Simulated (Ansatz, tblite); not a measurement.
**The cluster Au2I: rung by rung**

Aim: run the doublet of the cluster Au2I at one geometry on many levels, and compare frontier levels, spin and run time.

The runs use Ansatz 0.2.0, Gaussian basis; as each input shows.

Plan: GFN1-xTB, GFN2-xTB, PBE-D4/def2-TZVP, r2SCAN-D4/def2-TZVP, LDA/def2-TZVP, LC-ωPBE/def2-TZVP, HSE06-D4/def2-TZVP, B3LYP-D4/def2-TZVP, revPBE-D4/def2-TZVP, PBE-D4/def2-SVP, PBE0-D4/def2-SVP, PBE0-D4/def2-TZVPD, PBE-D4/def2-TZVPD, r2SCAN-D4/def2-TZVPD, CCSD(T)/def2-SVP, MP2/def2-TZVP, RPA/def2-TZVP.

## Step 1: The structure

The doublet was relaxed beforehand with PBE0-D4/def2-TZVP. At that level it is the lowest of the isomers that a small search found.

3 atoms, charge 0, spin multiplicity 2.

Bond lengths: Au1–Au2 2.571 Å, Au1–I3 2.526 Å. Angles: Au2–Au1–I3 141.0°.

Au, I take a core potential in the def2 sets. No spin-orbit coupling is included.

PBE0-D4/def2-TZVP was run before; its log isn't repeated, and its numbers join the tables.

## Step 2: GFN1-xTB

Tight binding, by tblite at 300 K electronic temperature and without a spin-polarisation term:

```python
tblite.interface.Calculator('GFN1-xTB', numbers, positions, charge=0, uhf=1).singlepoint()
```

Energy -322.9106 eV; 0.003 s.

## Step 3: GFN2-xTB

Tight binding, by tblite at 300 K electronic temperature and without a spin-polarisation term:

```python
tblite.interface.Calculator('GFN2-xTB', numbers, positions, charge=0, uhf=1).singlepoint()
```

Energy -314.9258 eV; 0.003 s.

## Step 4: PBE-D4/def2-TZVP

start.molden holds the orbitals of an earlier run on this state, given as this run's starting guess.

Input file in.yaml:

```yaml
crystal:
  periodic: [false, false, false]
  atoms:
    - {symbol: Au, position_ang: [0.450738, -0.206175, -0.276399]}
    - {symbol: Au, position_ang: [1.041537, 0.344190, 2.164882]}
    - {symbol: I, position_ang: [-1.492275, -0.138005, -1.888483]}
basis:
  gaussian: {orbitals: def2-TZVP, initial_orbitals: start.molden}
magnetization: {spin_polarized: true, initial_magnetization: 1}
hamiltonian: {xc: pbe, dispersion: d4}
scf: {omitted_lower_state_checks: [starts]}
output: {orbitals: {seedname: orbitals}}
```

On the command line:

```bash
> ansatz run in.yaml --threads 4 --pin off --events-out ev --progress --plain --max-ram 3916MiB
```

After this run come: r2SCAN-D4/def2-TZVP; LDA/def2-TZVP; LC-ωPBE/def2-TZVP; HSE06-D4/def2-TZVP; B3LYP-D4/def2-TZVP; revPBE-D4/def2-TZVP; PBE-D4/def2-SVP; PBE0-D4/def2-SVP; PBE0-D4/def2-TZVPD; PBE-D4/def2-TZVPD; r2SCAN-D4/def2-TZVPD; CCSD(T)/def2-SVP; MP2/def2-TZVP; RPA/def2-TZVP.

**Question.** What will the summary of the whole plan be? Wanted: gap in def2-TZVP, named functionals, smallest and largest; correlation energy, CCSD(T)/def2-SVP; correlation energy, MP2/def2-TZVP; binding an atom, CCSD(T)/def2-SVP; ⟨S²⟩ in def2-TZVP, named functionals, smallest and largest; PBE0 total energy, smallest basis above largest.

The runs gave:

| quantity | value |
| --- | --- |
| gap in def2-TZVP, named functionals, smallest and largest | 0.23 eV (LDA), 6.10 eV (LC-ωPBE) |
| correlation energy, CCSD(T)/def2-SVP | -21.82 eV |
| correlation energy, MP2/def2-TZVP | -36.23 eV |
| binding an atom, CCSD(T)/def2-SVP | 1.008 eV |
| ⟨S²⟩ in def2-TZVP, named functionals, smallest and largest | 0.751, 0.780 |
| PBE0 total energy, smallest basis above largest | 0.76 eV (def2-SVP, def2-TZVPD) |

In words: Over the named functionals in def2-TZVP the gap runs from 0.23 eV (LDA) to 6.10 eV (LC-ωPBE); exact exchange widens it. The functionals in def2-TZVP miss CCSD(T)/def2-SVP by +0.029 (LC-ωPBE) to +0.698 eV (LDA) an atom. The yardstick is in a double-zeta basis, so levels in larger sets aren't compared like for like. CCSD(T)/def2-SVP isn't at the basis-set limit; small misses against it rank nothing. Over the named functionals in def2-TZVP spin contamination reaches 0.03 (LC-ωPBE), which is small.
